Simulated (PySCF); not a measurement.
SO2F2 (singlet). Level of theory: PySCF, PBE0, basis S def2-SVP, O def2-SVP, F def2-SVP (no relativity, density fitting).

Harmonic bands of its minimum:

```csv
ω (cm⁻¹),IR (km/mol)
357,0.0
359,0.0
511,37.8
512,27.9
522,34.3
848,124
890,255
1275,178
1516,278
```

**Question.** The central atom is S. Infer the point group and assign the bands.

**Answer.** C2v. The modes span a2 + 4a1 + 2b2 + 2b1: 357 a2, 359 a1, 511 b2, 512 b1, 522 a1, 848 a1, 890 b1, 1275 a1, 1516 b2. The computed geometry has S–F 1.576 Å (×2), S–O 1.424 Å (×2); F–S–F 94.8°, F–S–O 107.9° (×4), O–S–O 125.8°.

Other isomers or separated fragments may lie lower.
